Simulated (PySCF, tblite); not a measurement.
## A complex of hydrogen chloride and dimethyl sulfide

A gas-phase complex of hydrogen chloride and dimethyl sulfide; neutral, singlet. The structure comes from a short search (6 tight-binding starts) and was relaxed by PBE0-D3(BJ)/def2-SVPD; another way of binding may lie lower. No frequency run checks that it is a minimum.

```csv
part,name,SMILES,atoms,charge,multiplicity
1,hydrogen chloride,Cl,1–2,0,1
2,dimethyl sulfide,CSC,3–11,0,1
```

Coordinates in Å:
```
Cl1    -0.022   -0.848   -0.135
H2     -0.934   -0.365    0.729
C3     -1.862   -1.541    3.007
S4     -1.987    0.152    2.396
C5     -0.496    0.853    3.131
H6     -0.945   -2.020    2.636
H7     -1.882   -1.558    4.105
H8     -2.732   -2.090    2.623
H9     -0.542    0.797    4.227
H10     0.399    0.333    2.762
H11    -0.448    1.906    2.827
```

Contacts between parts, classed by geometry: H2···S4 2.038 Å (hydrogen bond, 165°).

Interaction energies are complex less parts, with the parts frozen as they stand in it; counterpoise-corrected, in kcal/mol (PySCF).

How strongly do the parts interact, level by level?


| level | interaction | superposition error removed |
| --- | --- | --- |
| wB97M-D3(BJ)/def2-TZVPD | -7.23 | -0.16 |
| PBE0-D3(BJ)/def2-TZVPD | -9.48 | -0.18 |
| RI-MP2/def2-TZVPD | -7.25 | -1.21 |

What holds them together? Decompose the wB97M-D3(BJ)/def2-TZVPD energy: frozen parts, their antisymmetrised product, then relaxation.

electrostatic -15.0, Pauli repulsion +24.2, orbital relaxation -14.4, dispersion correction -2.2 kcal/mol, which sum to the value before the counterpoise correction; the Pauli term holds the exchange-correlation of the frozen density too. Of the attraction, 47 % is electrostatic, 46 % is orbital relaxation, 7 % is dispersion correction.

The parts were also relaxed and run alone, at the levels used for the complex: shieldings by PBE0/pcSseg-2; core levels by delta-SCF with SCAN, pcX-2 on the ionised atom and pcseg-1 elsewhere, spin-free X2C (2p3/2 is the spin-free 2p value less a third of a first-order spin-orbit splitting).

What does binding change?


```csv
property,alone,in the complex,change
Cl1–H2 bond (Å),1.288,1.346,+0.058
shielding of H2 (ppm),30.41,21.55,-8.86
shielding of S4 (ppm),577.0,564.5,-12.5
shielding of Cl1 (ppm),938.5,946.4,+7.9
Cl1 2p3/2 core level (eV),207.38,205.36,-2.02
C3 1s core level (eV),291.28,291.77,+0.50
S4 2p3/2 core level (eV),169.15,169.96,+0.81
```

Density functionals tend to overstate the lengthening and the red shift of so strongly bound an X–H bond.

The 5 runs behind this took 3 min in all, one thread each of Arm Neoverse V2 on a shared host, launched as `OMP_NUM_THREADS=1 python cluster_run.py task.json out`.
